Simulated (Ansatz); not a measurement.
**A van 't Hoff estimate for SiH2(CH3)2 ⇌ SiH2(CH3) + CH3**

Species: SiH2(CH3)2 (dimethylsilane), singlet; SiH2(CH3), doublet; CH3 (methyl radical) `[CH3]`, doublet. 

The electronic reaction energy at CCSD(T)/CBS estimate is +396.2 kJ/mol. Shapes: PBE0-D4/def2-TZVP. Programs: Ansatz 0.2.0. Enthalpy and entropy come from rigid-rotor, harmonic-oscillator sums on unscaled PBE0-D4/def2-TZVP wavenumbers, ideal gases at 1 bar. Symmetry numbers: SiH2(CH3)2 2, SiH2(CH3) 1, CH3 6. R = 8.3145 J/(mol K).

```
T (K)  ΔH (kJ/mol)  ΔS (J/(mol K))
  600       +379.5          +167.4
  800       +378.1          +165.5
 1000            ?               ?
```

Task: Work out ln K at 600 and 800 K, and from these estimate it at 1000 K.

Result: 
1. 600 K: ΔG = +379.5 − 600 × (+167.4)/1000 = +279.1 kJ/mol; ln K = −ΔG/RT = -55.95.
2. 800 K: ΔG = +378.1 − 800 × (+165.5)/1000 = +245.7 kJ/mol; ln K = −ΔG/RT = -36.94.
3. Slope against 1000/T: (-36.94 − (-55.95))/(1.2500 − 1.6667) = -45.62, that is −ΔH/R with ΔH near +379 kJ/mol.
4. 1000 K: ln K = -55.95 + (-45.62) × (1.0000 − 1.6667) = -25.54.

The full sums give ΔH = +376.0 kJ/mol, ΔS = +163.1 J/(mol K), ΔG = +212.9 kJ/mol and ln K = -25.61 at 1000 K, so the line is off by +0.07 in ln K; without rounding the miss is +0.05, from the change of ΔH with temperature. The reactants are favoured over this whole range. The number of molecules rises, which sets the sign of ΔS, and lower pressure favours the products. An error of 10 kJ/mol in the energy moves ln K by 1.2 at 1000 K. Soft modes are treated as harmonic, which can err either way at these temperatures; the lowest are those of SiH2(CH3)2 (155 cm⁻¹), SiH2(CH3) (182 cm⁻¹). Open shells run unrestricted. The CBS estimate extrapolates MP2 from def2-TZVPP and def2-QZVPP and adds CCSD(T) − MP2 in the triple-zeta set, cores frozen.
